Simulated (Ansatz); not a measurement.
The same path of CH3 + H4Si (9 atoms, charge 0, multiplicity 2) was run twice with different band settings. Lost on the way: H1–Si2. Made: H1–C3.

Theory: UKS revPBE-D4/def2-mTZVP (Ansatz).

Relaxed end points:

```xyz
9
Properties=species:S:1:pos:R:3
H 0.425 0.063 0.235
Si 1.746 0.289 0.903
C -2.185 -0.362 -1.130
H 1.739 1.617 1.597
H 1.995 -0.793 1.908
H 2.838 0.273 -0.122
H -1.996 -1.433 -1.163
H -1.860 0.273 -1.951
H -2.703 0.073 -0.277
```

```xyz
9
Properties=species:S:1:pos:R:3
H -0.894 -0.159 -0.461
Si 2.023 0.332 1.043
C -1.862 -0.310 -0.960
H 1.957 1.669 1.719
H 2.235 -0.765 2.043
H 3.092 0.314 -0.008
H -2.007 -1.380 -1.158
H -1.875 0.244 -1.908
H -2.669 0.055 -0.311
```

Common settings: spring 5.0 eV/Å²; optimiser quadratic models (default); start path through a guess of the saddle point; force threshold 0.03 eV/Å; iteration limit 60; end points relaxed.

| run | movable images | climbing image |
| --- | --- | --- |
| 1 | 9 | yes |
| 2 | 6 | no |

Task: What does each run give, and how far can it be trusted?

Result: Run 1: converged after 23 iterations, highest image 0.123 eV above the first end. A vibrational analysis at the climbing image gives one clearly imaginary mode, 443i cm⁻¹: a first-order saddle point.
Run 2: converged after 24 iterations, highest image 0.124 eV above the first end. No image climbed, so the highest image needn't sit at the top of the path.
